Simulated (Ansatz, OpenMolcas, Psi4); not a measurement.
**A ladder of methods for C2H2O (oxirene)**

The species is C2H2O (5 atoms), meant as a singlet with charge 0. SMILES: `C1=CO1`. Geometry: relaxed at PBE0-D4/def2-TZVP.

Each level gives the atomisation enthalpy at 298 K (kJ/mol). The values are calculated. The thermal term (zero-point and 298 K enthalpy, harmonic and unscaled) is that of BLYP/cc-pVTZ; the spin-orbit lowering of the free atoms at 298 K, 0.4 kJ/mol by their spectra, is taken off.

Measured value to compare with: Active Thermochemical Tables gives the atomisation enthalpy at 298 K of the gas as 1843 kJ/mol.

```
                level                    kind     program  value (kJ/mol)  computed − measured  CPU time (all runs)
     BLYP/aug-cc-pVDZ                     GGA      Ansatz            1824                  -19                  6 s
      PBE/aug-cc-pVDZ                     GGA  OpenMolcas            1911                  +68                 61 s
   revPBE/aug-cc-pVDZ                     GGA  OpenMolcas            1827                  -16                 58 s
CAM-B3LYP/aug-cc-pVDZ  range-separated hybrid        Psi4            1802                  -41                 37 s
 RPA@PBE0/aug-cc-pVDZ                     RPA      Ansatz            1597                 -246                7.7 s
      MP2/aug-cc-pVDZ     perturbation theory        Psi4            1743                 -100                 16 s
  BCCD(T)/aug-cc-pVDZ   coupled cluster or CI      Ansatz            1667                 -176                 16 s
     CCSD/aug-cc-pVDZ   coupled cluster or CI        Psi4            1624                 -219                 37 s
           FCI/STO-3G    full CI, core frozen      Ansatz            1686                 -157                 65 s
```

Nearest: revPBE/aug-cc-pVDZ (-16 kJ/mol); farthest: RPA@PBE0/aug-cc-pVDZ (-246 kJ/mol). Computed less measured by kind, in kJ/mol (of the ab initio rows, those in aug-cc-pVDZ): GGA -19 to +68; range-separated hybrid -41; RPA -246; perturbation theory -100; coupled cluster or CI -219 to -176. Wave-function methods converge slowly with the basis and bind too weakly in sets of this size; that is part of their error here. High-level rows in very small sets aren't better than simpler rows in larger ones. CPU times are rough (shared hosts, several kinds of processor and program).
